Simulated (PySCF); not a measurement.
dimethyl ether cation (C₂H₆O), SMILES COC (connectivity only; charge and spin as stated), charge +1, multiplicity 2.

The structure is a stationary point at ωB97X-D3(BJ)/def2-TZVP. The multiplicity is an assumed one; other spin states were not compared.

Level of theory: PBE/def2-TZVPD (PySCF).

Isolated molecule, no solvent.

```json
{
  "total_energy": "-154.53970 hartree",
  "point_group": "C2v",
  "α spin, highest occupied and lowest empty level": "-14.44 and -5.80 eV",
  "β spin, highest occupied and lowest empty level": "-15.14 and -12.98 eV",
  "dipole_moment_about_the_centre_of_nuclear_charge": "0.200 e·Å",
  "mean_static_polarisability": "33.4 bohr³ (4.95 Å³)",
  "polarisability_principal_values": "25.1, 25.3, 49.9 bohr³",
  "⟨S²⟩": "0.752 (pure state 0.75)"
}
```
